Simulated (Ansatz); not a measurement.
A nudged elastic band was laid between two geometries of C3H6O2 (11 atoms, charge 0, multiplicity 1).

Level of theory: RKS revPBE-D4/def2-SVP (Ansatz 0.2.0).

| Item | Value |
| --- | --- |
| movable images | 5 |
| climbing image | yes |
| spring | 5.0 eV/Å² |
| optimiser | quadratic models (default) |
| start path | through a guess of the saddle point |
| force threshold | 0.2 eV/Å |
| iteration limit | 60 |
| end points | relaxed |

First end point:

```xyz
11
Properties=species:S:1:pos:R:3
C -1.373 0.789 0.630
O -0.652 1.174 -0.524
C 0.428 0.401 -0.859
C 0.888 -0.696 -0.209
O 2.002 -1.365 -0.681
H -2.202 1.513 0.751
H -0.733 0.812 1.544
H -1.797 -0.238 0.529
H 0.930 0.771 -1.766
H 0.411 -1.094 0.700
H 2.163 -2.122 -0.093
```

Last end point:

```xyz
11
Properties=species:S:1:pos:R:3
C -1.386 0.832 0.600
O -0.569 1.093 -0.528
C 0.476 0.232 -0.736
C 0.825 -0.847 0.010
O 1.889 -1.678 -0.250
H -2.171 1.611 0.618
H -0.802 0.878 1.550
H -1.867 -0.173 0.535
H 1.048 0.520 -1.635
H 0.282 -1.165 0.911
H 2.340 -1.359 -1.055
```

Problem. What changes between the two ends?

Solution. No bond is made or broken. The dihedral C3–C4–O5–H11 goes from -179 to 0°.

Problem. Give the energies along the band, and the barrier.

Solution. The forces met the threshold. The highest image is number 3 of 0 to 6, 6.3 kJ/mol above the first end and 12.1 kJ/mol above the last; the last end lies 5.7 kJ/mol below the first. The threshold of 0.2 eV/Å is loose, so the images may lie well off the minimum-energy path. The order of the stationary point at the top wasn't checked.

```tsv
image	path coordinate (Å)	energy (kJ/mol)	dihedral C3–C4–O5–H11 (°)
0	0.00	0.0	-179
1	0.37	0.1	-148
2	0.75	2.5	-122
3	1.12	6.3	-91
4	1.50	4.9	-57
5	1.87	-3.1	-22
6	2.25	-5.7	0
```

Problem. What is the geometry of the highest image?

Solution. 
```xyz
11
Properties=species:S:1:pos:R:3
C -1.403 0.804 0.609
O -0.651 1.075 -0.565
C 0.463 0.323 -0.769
C 0.949 -0.684 -0.001
O 2.143 -1.308 -0.338
H -2.263 1.495 0.604
H -0.796 0.973 1.528
H -1.773 -0.248 0.623
H 0.984 0.602 -1.700
H 0.464 -1.015 0.934
H 1.948 -2.075 -0.905
```

Time of the run: 25 s on 2 threads of Intel(R) Xeon(R) 6975P-C (Granite Rapids) (shared host), peak memory 0.14 GiB.
